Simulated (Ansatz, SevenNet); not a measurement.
Elastic constant C12 (GPa) of solids drawn from the class of oxides, at two levels: the machine-learned potential SevenNet-l3i5 (trained on PBE and PBE+U data), and r²SCAN in Ansatz (PAW).

```json
[
 {"solid": "rutile TiO2", "SevenNet-l3i5": "177", "r²SCAN": "198", "shift (%)": "+11.9"},
 {"solid": "α-quartz (SiO2)", "SevenNet-l3i5": "-1.77", "r²SCAN": "8.52", "shift (%)": "+581"},
 {"solid": "anatase TiO2 (metastable phase)", "SevenNet-l3i5": "143", "r²SCAN": "159", "shift (%)": "+11.2"},
 {"solid": "corundum Ga2O3 (metastable phase)", "SevenNet-l3i5": "164", "r²SCAN": "187", "shift (%)": "+14.0"},
 {"solid": "rock-salt MgO", "SevenNet-l3i5": "81.6", "r²SCAN": "94.6", "shift (%)": "+15.9"},
 {"solid": "rock-salt CaO", "SevenNet-l3i5": "58.0", "r²SCAN": "59.5", "shift (%)": "+2.6"},
 {"solid": "rock-salt SrO", "SevenNet-l3i5": "43.3", "r²SCAN": "48.8", "shift (%)": "+12.7"},
 {"solid": "rutile SnO2", "SevenNet-l3i5": "141", "r²SCAN": "174", "shift (%)": "+23"},
 {"solid": "cubic perovskite KTaO3", "SevenNet-l3i5": "73.0", "r²SCAN": "82.8", "shift (%)": "+13.4"},
 {"solid": "stishovite (SiO2)", "SevenNet-l3i5": "182", "r²SCAN": "203", "shift (%)": "+11.5"}
]
```

The shifts run from +2.6 % to +581 %, with a median of +13.1 %.

Of 10 rows, r²SCAN is the larger in 10 and the smaller in 0.

Ansatz's runs of these crystals have no spin polarisation.

Spin–orbit coupling is left out, also for the solids with elements from indium on (rutile SnO2, cubic perovskite KTaO3); its size isn't shown.

Each level is taken at its own relaxed cell. Ansatz's density-functional and Hartree–Fock values are scalar-relativistic unless marked +SOC, with PAW data made under PBE.

Ansatz is an electronic-structure program.
